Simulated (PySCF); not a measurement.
Species: methyl ethyl disulfide, C3H8S2.
Geometry (GFN2-xTB, Å), atoms numbered from 1 in this order:
```
atom  x, y, z in Å
C1    -2.0227    0.2662   -0.5306
C2    -1.0998   -0.7913    0.0355
S3    -0.1154   -0.1552    1.4501
S4     1.0577    1.2490    0.5799
C5     2.5336    0.2850    0.1049
H6    -1.4474    1.1196   -0.8858
H7    -2.5907   -0.1422   -1.3641
H8    -2.7165    0.6114    0.2324
H9    -0.4012   -1.1632   -0.7138
H10   -1.6546   -1.6288    0.4555
H11    3.2436    0.9972   -0.3008
H12    2.2656   -0.4479   -0.6497
H13    2.9433   -0.1993    0.9851
```

PySCF, density fitting, gas phase, GFN2-xTB geometry. The standard run uses grid level 2 after a coarse-grid start, the def2-universal JK fitting basis (with tight functions added where the orbital basis needs them), an energy threshold of 1e-9 Eh and DIIS. Cycle counts include a coarse-grid stage where the run had one.

Standard PBE0/def2-SVPD: E = -914.777545 Eh, HOMO -6.801 eV, LUMO -0.311 eV, dipole 2.120 D, 12 cycles (coarse-grid cycles included). What changes at PBE0/def2-SVPD with: grid level 4?

E = -914.777545 Eh (0.000 mEh), HOMO -6.801 eV (0.000), LUMO -0.311 eV (0.000), dipole 2.120 D (0.000), 12 SCF cycles. The result matches the standard run within 0.02 mEh and 0.003 eV.

The cycles:
```
cycle   1  E = -914.6671844060  dE =  2.900e-01  |g| = 2.708e-01  |ddm| = 4.312e+00
cycle   2  E = -914.6699223950  dE = -2.738e-03  |g| = 2.685e-01  |ddm| = 7.457e-01
cycle   3  E = -914.6885649151  dE = -1.864e-02  |g| = 3.332e-02  |ddm| = 3.369e-01
cycle   4  E = -914.6888279660  dE = -2.631e-04  |g| = 1.633e-02  |ddm| = 9.160e-02
cycle   5  E = -914.6889043433  dE = -7.638e-05  |g| = 4.231e-03  |ddm| = 3.355e-02
cycle   6  E = -914.6889090149  dE = -4.672e-06  |g| = 6.047e-04  |ddm| = 7.854e-03
cycle   7  E = -914.7775247234  dE = -2.214e-05  |g| = 8.778e-03  |ddm| = 6.655e-02
cycle   8  E = -914.7775096238  dE =  1.510e-05  |g| = 1.140e-02  |ddm| = 2.585e-02
cycle   9  E = -914.7775447558  dE = -3.513e-05  |g| = 7.553e-04  |ddm| = 1.545e-02
cycle  10  E = -914.7775449259  dE = -1.701e-07  |g| = 1.517e-04  |ddm| = 1.698e-03
cycle  11  E = -914.7775449315  dE = -5.651e-09  |g| = 3.738e-05  |ddm| = 2.774e-04
cycle  12  E = -914.7775449319  dE = -3.433e-10  |g| = 1.328e-05  |ddm| = 7.783e-05
```
